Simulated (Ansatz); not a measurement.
Species: NO2, charge 0, doublet. NO2 (SMILES O=N[O], doublet).
B3LYP-D3(BJ)/def2-TZVP minimum from Ansatz (a first-principles code):
```
N
O 1 1.1906
O 1 1.1906 2 134.41
```
Charge 0, spin multiplicity 2.

Quantity: atomisation energy (electronic, to ground-state atoms), in kcal/mol. UHF or UKS for unpaired electrons; spin-orbit terms are left out. CBS(X,Y): correlation extrapolated as X^-3, Hartree-Fock from the larger set (Q,5: extrapolated as (X+1)exp(-9√X)). A bracket is a step between two methods taken in the basis named. The functionals are non-relativistic, so their misses hold any scalar relativity. Double hybrids freeze cores in their MP2 part. 'core' is core correlation in cc-pwCVTZ, 'X2C' scalar relativity in cc-pVTZ-DK, both at CCSD(T).

CCSD(T)/CBS(cc-pVQZ,cc-pV5Z) + [CCSDT(Q) - CCSD(T)]/cc-pVTZ + core + X2C (Ansatz) gives 227.7 kcal/mol.

Task: How far off this value is PBE/def2-TZVPD (Ansatz), in which direction, and which of these levels come nearer: B3LYP/def2-TZVPD, PBE0/def2-TZVPD, wB97M-V/def2-TZVPD, B2PLYP/def2-TZVPD, CCSD(T)/CBS(cc-pVQZ,cc-pV5Z) + core + X2C?

Result: PBE gives 269.5 kcal/mol, 41.8 kcal/mol above it. Differences of the others: B3LYP/def2-TZVPD (Ansatz) 4.8; PBE0/def2-TZVPD (Ansatz) 6.0; wB97M-V/def2-TZVPD (Ansatz) 1.6; B2PLYP/def2-TZVPD (Ansatz) 3.1; CCSD(T)/CBS(cc-pVQZ,cc-pV5Z) + core + X2C (Ansatz) -1.4 kcal/mol. Nearer than PBE: B3LYP/def2-TZVPD, PBE0/def2-TZVPD, wB97M-V/def2-TZVPD, B2PLYP/def2-TZVPD, CCSD(T)/CBS(cc-pVQZ,cc-pV5Z) + core + X2C.
